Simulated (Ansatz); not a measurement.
# SiH₄O (singlet): wave-function methods side by side, cc-pVDZ

How much of the correlation energy of SiH₄O (singlet) does each wave-function method recover here?

Method: cc-pVDZ, core rule «outside noble gas», up to 6 orbitals frozen; program: Ansatz 0.2.0, Gaussian basis.

Plan: UHF; CCSD(T) on RHF; BCCD(T) on RHF; CISD; CCSDT(Q) on RHF.

12 further runs of the same task are left out: 5 that didn't finish, 7 set aside as unsound or not needed.

## (1) What is computed

The geometry is a PBE0/def2-TZVP stationary point (not a proven minimum).

6 atoms, charge 0, spin multiplicity 1.

Atoms are counted from 1 here; the program's logs count them from 0.

Bond lengths: Si1–O2 1.648 Å, Si1–H3 1.489 Å, Si1–H4 1.481 Å, Si1–H5 1.489 Å, O2–H6 0.958 Å. Angles: O2–Si1–H3 111.7°, O2–Si1–H4 105.9°, O2–Si1–H5 111.7°, H3–Si1–H4 109.9°, H3–Si1–H5 107.9°, H4–Si1–H5 109.9°, Si1–O2–H6 117.8°.

## (2) UHF

The input, in.yaml:

```yaml
crystal:
  periodic: [false, false, false]
  atoms:
    - {symbol: Si, position_ang: [0.000000, -0.024816, 0.560007]}
    - {symbol: O, position_ang: [0.000000, 0.096617, -1.083436]}
    - {symbol: H, position_ang: [1.203564, -0.746254, 1.057763]}
    - {symbol: H, position_ang: [0.000000, 1.365115, 1.069958]}
    - {symbol: H, position_ang: [-1.203564, -0.746254, 1.057763]}
    - {symbol: H, position_ang: [0.000000, -0.714756, -1.591887]}
basis:
  gaussian: {orbitals: cc-pVDZ}
magnetization: {spin_polarized: true, initial_magnetization: 0}
hamiltonian: {xc: hf}
output: {orbitals: {seedname: orbitals}}
```

The run is started by

```sh
ansatz run in.yaml --threads 1 --pin off --events-out ev --progress --plain --max-ram 2176MiB
```

Further steps of the session: CCSD(T) on RHF; BCCD(T) on RHF; CISD; CCSDT(Q) on RHF.

Before running them: what should the planned runs give, taken together? Wanted: RCCSDT(Q) below the RHF energy; RMP2 from RCCSDT(Q); RCCSD from RCCSDT(Q); RCCSD(T) from RCCSDT(Q); T1 diagnostic.

As calculated:

| quantity | value |
| --- | --- |
| RCCSDT(Q) below the RHF energy | -9.0254 eV |
| RMP2 from RCCSDT(Q) | +965.7 meV |
| RCCSD from RCCSDT(Q) | +199.2 meV |
| RCCSD(T) from RCCSDT(Q) | +33.7 meV |
| levels within 1 kcal/mol (43 meV) | RCCSD(T), BCCD(T), RCCSDT |
| T1 diagnostic | 0.011 |

RCCSD(T) misses by +33.7 meV, 0.4 % of the correlation energy. These misses are within one basis, not against nature.
